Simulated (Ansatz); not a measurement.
Reaction: CHO (SMILES [CH]=O, doublet) → CHO+ (parent SMILES [CH]=O, singlet) + e-
Each species at its own B3LYP-D3(BJ)/def2-TZVP minimum (Ansatz, a quantum-chemistry and plane-wave program).

Quantity: adiabatic ionisation energy (electronic), in eV. UHF or UKS for unpaired electrons; spin-orbit terms are left out. CBS(X,Y): correlation extrapolated as X^-3, Hartree-Fock from the larger set (Q,5: extrapolated as (X+1)exp(-9√X)). A bracket is a step between two methods taken in the basis named. The functionals are non-relativistic, so their misses hold any scalar relativity. Double hybrids freeze cores in their MP2 part. 'core' is core correlation in cc-pwCVTZ, 'X2C' scalar relativity in cc-pVTZ-DK, both at CCSD(T).

CCSD(T)/CBS(cc-pVQZ,cc-pV5Z) + [CCSDT(Q) - CCSD(T)]/cc-pVTZ + [CCSDTQ - CCSDT(Q)]/cc-pVDZ + core + X2C (Ansatz) gives 8.07 eV.

### Question
What does PBE/def2-TZVPD (Ansatz) give here, and how do the other levels compare?

### Answer
PBE gives 8.30 eV, 0.23 eV above it. Differences of the others: r2SCAN/def2-TZVPD (Ansatz) 0.28; B3LYP/def2-TZVPD (Ansatz) 0.32; PBE0/def2-TZVPD (Ansatz) 0.24; wB97M-V/def2-TZVPD (Ansatz) 0.03; B2PLYP/def2-TZVPD (Ansatz) 0.06; CCSD(T)/CBS(cc-pVQZ,cc-pV5Z) + core + X2C (Ansatz) 0.00 eV. Nearer than PBE: wB97M-V/def2-TZVPD, B2PLYP/def2-TZVPD, CCSD(T)/CBS(cc-pVQZ,cc-pV5Z) + core + X2C.
